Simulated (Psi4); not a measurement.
Reaction (SMILES): ClCl (Cl2) + [H][H] (H2) → 2 Cl (HCl)
B3LYP-D3(BJ)/def2-TZVP geometries, fixed; electronic energies without zero-point terms.

Energies in hartree at MP2 with Psi4; the energy of full hydrogenation is their sum with the coefficients shown, times 627.509 kcal/mol a hartree. All functions are spherical. Density fitting with the program's default auxiliary sets. Cores are frozen. No added dispersion term, no relativity.

```json
[
 {"species": "ClCl (Cl2)", "coefficient": "-1", "part": "Hartree-Fock", "aug-cc-pV(D+d)Z": "-918.96967", "aug-cc-pV(T+d)Z": "-919.00174", "aug-cc-pV(Q+d)Z": "-919.00847"},
 {"species": "ClCl (Cl2)", "coefficient": "-1", "part": "correlation", "aug-cc-pV(D+d)Z": "-0.30030", "aug-cc-pV(T+d)Z": "-0.38839", "aug-cc-pV(Q+d)Z": "-0.42270"},
 {"species": "[H][H] (H2)", "coefficient": "-1", "part": "Hartree-Fock", "aug-cc-pV(D+d)Z": "-1.12881", "aug-cc-pV(T+d)Z": "-1.13299", "aug-cc-pV(Q+d)Z": "-1.13344"},
 {"species": "[H][H] (H2)", "coefficient": "-1", "part": "correlation", "aug-cc-pV(D+d)Z": "-0.02731", "aug-cc-pV(T+d)Z": "-0.03200", "aug-cc-pV(Q+d)Z": "-0.03326"},
 {"species": "Cl (HCl)", "coefficient": "+2", "part": "Hartree-Fock", "aug-cc-pV(D+d)Z": "-460.09465", "aug-cc-pV(T+d)Z": "-460.10851", "aug-cc-pV(Q+d)Z": "-460.11187"},
 {"species": "Cl (HCl)", "coefficient": "+2", "part": "correlation", "aug-cc-pV(D+d)Z": "-0.16249", "aug-cc-pV(T+d)Z": "-0.20804", "aug-cc-pV(Q+d)Z": "-0.22531"}
]
```

### Question
Predict the energy of full hydrogenation in aug-cc-pV(5+d)Z (X = 5): let each Hartree-Fock step shrink by the ratio of the last two, and fit each correlation energy at X = 3 and 4 to E + A/X^3. Compare with the run.

### Answer

- ClCl (Cl2): steps -0.03207 and -0.00673, ratio 0.210, so Hartree-Fock -919.00988 (run: -919.00973); A = (-0.38839 - (-0.42270))/(1/27 - 1/64) = 1.6024, correlation -0.42270 - A/64 + A/125 = -0.43492 (run: -0.43777).
- [H][H] (H2): steps -0.00418 and -0.00045, ratio 0.108, so Hartree-Fock -1.13349 (run: -1.13357); A = (-0.03200 - (-0.03326))/(1/27 - 1/64) = 0.0588, correlation -0.03326 - A/64 + A/125 = -0.03371 (run: -0.03375).
- Cl (HCl): steps -0.01386 and -0.00336, ratio 0.242, so Hartree-Fock -460.11268 (run: -460.11247); A = (-0.20804 - (-0.22531))/(1/27 - 1/64) = 0.8066, correlation -0.22531 - A/64 + A/125 = -0.23146 (run: -0.23277).
Predicted -47.87 kcal/mol; the run in aug-cc-pV(5+d)Z gives -47.48, a miss of -0.39. Keeping the value in aug-cc-pV(Q+d)Z, -48.00, would miss by -0.52. All sums are of the energies as printed.
